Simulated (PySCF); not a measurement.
Adding and removing an electron: SiH

PBE0; PySCF, no relativity, basis sets Si def2-TZVPPD, H def2-TZVPPD. Neutral (UKS): doublet (π ↑), Re = 1.531 Å, ωe = 2024 cm⁻¹, De = 3.10 eV, HOMO -5.53 eV, LUMO -3.27 eV.

SiH⁺ (UKS): singlet (closed shell), Re = 1.519 Å, ωe = 2124 cm⁻¹, De = 3.24 eV to Si⁺ + H. The energies at the minima are -289.86449 hartree for SiH and -289.56786 for SiH⁺.

(1) Work out the adiabatic ionisation energy, without and with harmonic zero-point energies (1 hartree = 27.2114 eV, 1 eV = 8065.5 cm⁻¹), and the change of the bond length.

SiH⁻ (UKS): triplet (π ↑↑), Re = 1.559 Å, ωe = 1840 cm⁻¹, De = 3.05 eV to Si⁻ + H. The energies at the minima are -289.86449 hartree for SiH and -289.90858 for SiH⁻.

(2) Work out the adiabatic electron affinity, without and with harmonic zero-point energies (1 hartree = 27.2114 eV, 1 eV = 8065.5 cm⁻¹), and the change of the bond length.

For an ion De counts to the pair picked by the measured ionisation energies or electron affinities, which need not be the lowest pair at this level. The highest Kohn–Sham level is positive in this anion. Much of that is self-interaction error, but it also means that the finite basis helps to hold the extra electron. States were picked by a PBE0 search and need not be the measured ground states.

Results:

(1) At PBE0: 0.29663 hartree = 8.072 eV between the minima; the zero-point term (2124.0 − 2024.0)/2 cm⁻¹ = +0.006 eV makes it 8.078 eV. Re changes by -1.2 pm against the neutral. The electron leaves a π orbital, which is non-bonding in a hydride.

(2) At PBE0: 0.04409 hartree = 1.200 eV between the minima; the zero-point term (2024.0 − 1840.0)/2 cm⁻¹ = +0.011 eV makes it 1.211 eV. Re changes by +2.8 pm against the neutral. The electron enters a π orbital, which is non-bonding in a hydride.
